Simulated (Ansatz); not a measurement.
C4H10S2 (1,4-butanedithiol): the atomisation enthalpy at 298 K, rung by rung

The species is C4H10S2 (16 atoms), meant as a singlet with charge 0. As SMILES, `SCCCCS`. The shape is that of a PBE0-D4/def2-TZVP optimisation. This is one conformer, not always the lowest.

Quantity: the atomisation enthalpy at 298 K, in kJ/mol. The values are calculated. The thermal term (zero-point and 298 K enthalpy, harmonic and unscaled) is that of HF/3-21G; the spin-orbit lowering of the free atoms at 298 K, 3.8 kJ/mol by their spectra, is taken off.

**What was measured.** CRC Handbook of Chemistry and Physics gives the atomisation enthalpy at 298 K of the gas as 5652 kJ/mol.

| level | kind | program | value (kJ/mol) | computed − measured | CPU time (all runs) |
| --- | --- | --- | --- | --- | --- |
| SVWN5/6-31G* (spherical functions) | LDA | Ansatz | 6472 | +820 | 6.3 s |
| BLYP/6-31G* (spherical functions) | GGA | Ansatz | 5505 | -147 | 10 s |
| PBE/6-31G* (spherical functions) | GGA | Ansatz | 5707 | +55 | 9.4 s |
| revPBE/6-31G* (spherical functions) | GGA | Ansatz | 5501 | -151 | 9.4 s |
| PBE0/6-31G* (spherical functions) | global hybrid | Ansatz | 5626 | -26 | 12 s |
| MP2/6-31G* (spherical functions) | perturbation theory | Ansatz | 5101 | -551 | 7.3 s |
| CCSD(T)/6-31G* (spherical functions) | coupled cluster or CI | Ansatz | 5068 | -584 | 52 s |
| CCSD/6-31G* (spherical functions) | coupled cluster or CI | Ansatz | 5018 | -634 | 39 s |

Nearest: PBE0/6-31G* (spherical functions) (-26 kJ/mol); farthest: SVWN5/6-31G* (spherical functions) (+820 kJ/mol). Computed less measured by kind, in kJ/mol (of the ab initio rows, those in 6-31G*): LDA +820; GGA -151 to +55; global hybrid -26; perturbation theory -551; coupled cluster or CI -634 to -584. Wave-function methods converge slowly with the basis and bind too weakly in sets of this size; that is part of their error here. In so small a basis fixed costs decide the times, and correlated methods can beat functionals. Times are those of the runs behind each value, whatever else they computed, on shared processors of several kinds: orders of magnitude only.
